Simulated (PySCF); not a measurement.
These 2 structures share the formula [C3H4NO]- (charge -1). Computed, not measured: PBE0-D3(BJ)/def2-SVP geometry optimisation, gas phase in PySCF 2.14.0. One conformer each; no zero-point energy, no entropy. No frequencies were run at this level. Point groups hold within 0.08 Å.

**Question.** Rank from lowest to highest electronic energy at this level (kcal/mol).
A. `[N:1]#[C:2][CH2:3][CH2:4][O-:5]` (charge -1) with C2–C3–C4–O5 179°
B. `[CH2:1]=[N:2][C:3](=[CH2:4])[O-:5]` (charge -1) with C1–N2–C3–C4 180°

**Answer.** B (0.0), A (3.6).

Neighbours under 5.0 kcal/mol apart (C=NC(=C)[O-] and N#CCC[O-]) can change places with a better method, another conformer or zero-point energy.

| SMILES | E (Eh) | E rel (kcal/mol) | dipole about centre of mass (D) | point group | A, B, C (MHz) |
| --- | --- | --- | --- | --- | --- |
| C=NC(=C)[O-] | -246.21479 | 0.0 | 2.49 | Cs | 10686, 4863, 3342 |
| N#CCC[O-] | -246.20907 | 3.6 | 3.05 | Cs | 27080, 2375, 2246 |

**Question.** As an exercise, what shares would exp(−E/RT) give at 2000 K from these electronic energies alone (no entropy, no degeneracies)?

**Answer.** RT = 3.974 kcal/mol: C=NC(=C)[O-] 71.2 %, N#CCC[O-] 28.8 %.
